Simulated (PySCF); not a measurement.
# AlClO (SMILES [O]=[Al][Cl]) at PBE0/STO-3G

What is the vertical singlet–triplet gap of AlClO at PBE0/STO-3G? Input form: a Python script.

The calculation is run with PySCF 2.14.0.

7 further runs of the same task are left out: 7 set aside as unsound or not needed.

## 1. The system as given

The species is AlClO (3 atoms), meant as a singlet with charge 0. As SMILES, `[O]=[Al][Cl]`. The shape comes from GFN2-xTB, which is rough for such elements, and wasn't checked as a minimum.

Bond lengths: O1–Al2 1.566 Å, Al2–Cl3 2.014 Å. Angles: O1–Al2–Cl3 180.0°.

## 2. The energy at PBE0/STO-3G

Contents of calc.py:

```python
from pyscf import gto, dft

system = gto.Mole()
system.atom = '''
O    0.107470   1.694260   0.245960
Al   0.009340   0.147220   0.021380
Cl  -0.116820  -1.841490  -0.267330
'''
system.basis = 'sto-3g'
system.max_memory = 1860
system.verbose = 3
system.build()

mf = dft.RKS(system)
mf.xc = 'pbe0'
mf.grids.level = 5
mf.conv_tol = 1e-10
mf.kernel()
if not mf.converged:
    mf = mf.newton().run(mf.mo_coeff, mf.mo_occ)

e_final = mf.e_tot
print('E(%s) = %.9f' % ('PBE0', e_final))
```

Command:

```
$ OMP_NUM_THREADS=1 python calc.py
```

Output:

```text
converged SCF energy = -768.578618401113
E(PBE0) = -768.578618401
```

It took 3.3 s on 1 thread of Arm Neoverse V1, shared host; peak memory 0.21 GiB.

## 3. The triplet

Contents of mol.xyz:

```xyz
3
AlClO
O      0.107470     1.694260     0.245960
Al     0.009340     0.147220     0.021380
Cl    -0.116820    -1.841490    -0.267330
```

Contents of job.py:

```python
from pyscf import gto, dft

mol = gto.Mole()
mol.atom = 'mol.xyz'
mol.verbose = 3
mol.spin = 2
mol.max_memory = 1860
mol.basis = 'sto-3g'
mol.build()

mf = dft.UKS(mol)
mf.xc = 'pbe0'
mf.grids.level = 5
mf.conv_tol = 1e-10
mf.kernel()
if not mf.converged:
    mf = mf.newton().run(mf.mo_coeff, mf.mo_occ)

e_tot = mf.e_tot
print('Final energy', e_tot)
```

Command:

```
$ OMP_NUM_THREADS=1 python job.py
```

Output:

```text
WARN: HOMO -0.0786356720417035 >= LUMO -0.432067292377999

WARN: HOMO -0.00135391036475729 >= LUMO -0.0365330994125165

WARN: HOMO 0.00384449574126744 >= LUMO -0.013494160609568

WARN: HOMO 0.00151150689875623 >= LUMO -0.020532376039167

WARN: HOMO 0.00152020758892357 >= LUMO -0.0191980370088599

WARN: HOMO 0.00151208918546142 >= LUMO -0.0192362934330838

WARN: HOMO 0.0015167724473949 >= LUMO -0.0192622334610395

WARN: HOMO 0.00151798673267001 >= LUMO -0.0192601307948191

WARN: HOMO 0.00151804839183978 >= LUMO -0.0192597557692984

WARN: HOMO 0.00151806385720132 >= LUMO -0.0192597470351193

converged SCF energy = -768.450354465567  <S^2> = 2.0018067  2S+1 = 3.0012042
Final energy -768.4503544655672
```

Wall time 4.2 s (1 thread of Arm Neoverse V1, shared host); peak memory 0.22 GiB.

## 4. What came out

Level: PBE0/STO-3G.

```
                                        quantity          value
                           singlet: total energy  -768.57862 Eh
                          singlet: dipole moment         0.16 D
                            singlet: HOMO energy       -3.84 eV
                            singlet: LUMO energy        2.68 eV
                          singlet: HOMO–LUMO gap        6.52 eV
                           triplet: total energy  -768.45035 Eh
                          triplet: dipole moment         2.68 D
     triplet: HOMO energy (highest over α and β)        0.04 eV
                                   triplet: ⟨S²⟩          2.002
vertical energy of the triplet above the singlet       3.490 eV
```

In words: At this shape the triplet lies 3.49 eV (80 kcal/mol) above the singlet. In a minimal basis such a difference can be off by several eV, whatever the method. Mulliken charges (singlet) run from -0.41 on Cl3 to +0.80 on Al2; they depend strongly on the basis.
